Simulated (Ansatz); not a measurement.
Reaction (isomerisation): `F[CH]CCF`• → `[CH2]C(F)CF`•

Program: Ansatz. Geometries: PBE0-D4/def2-TZVP. ΔE: electronic, gas phase. CCSD(T)/CBS is the MP2 limit (def2-TZVPP, def2-QZVPP) plus CCSD(T) − MP2 in def2-TZVPP, frozen cores. Functionals use def2-TZVPP. HSE06 is defined as in plane-wave codes. No spin–orbit coupling; open shells (•) take unrestricted orbitals. Each species was taken in one conformer, which may not be the lowest.

| level | ΔE (kcal/mol) | difference from CCSD(T)/CBS |
| --- | --- | --- |
| r2SCAN-D4 | 2.4 | 0.6 |
| B97M-V | 1.9 | 0.1 |
| r2SCANh-D4 | 2.4 | 0.6 |
| HSE06-D4 | 3.2 | 1.4 |
| ωB97X-V | 2.9 | 1.1 |
| B2PLYP | 2.5 | 0.7 |
| BLYP | 3.4 | 1.6 |
| r2SCANh | 2.4 | 0.6 |
| BHLYP | 1.9 | 0.1 |
| HF/def2-SVP | 0.5 | -1.3 |
| CCSD/def2-SVP | 2.0 | 0.2 |
| MP2/def2-TZVPP | 2.1 | 0.3 |
| CCSD/def2-TZVPP | 1.6 | -0.2 |
| MP2/def2-QZVPP | 2.1 | 0.3 |
| HF/CBS(def2) | 0.7 | -1.1 |
| MP2/CBS(def2) | 2.0 | 0.2 |
| CCSD(T)/CBS | 1.8 | 0 |

Largest T1 diagnostic among the species: 0.013.

From PBE to PBE0 (25 % exact exchange), in def2-TZVPP and without D4, ΔE moves by −0.7 kcal/mol. In def2-TZVPP, CCSD(T) changes the Hartree–Fock value by +1.3 kcal/mol (the triples alone add +0.3 kcal/mol) and MP2 by +1.5 kcal/mol.

CCSD(T)/CBS has its own doubt, a few kJ/mol and more with outer-core shells, so smaller differences from it don't rank the levels.
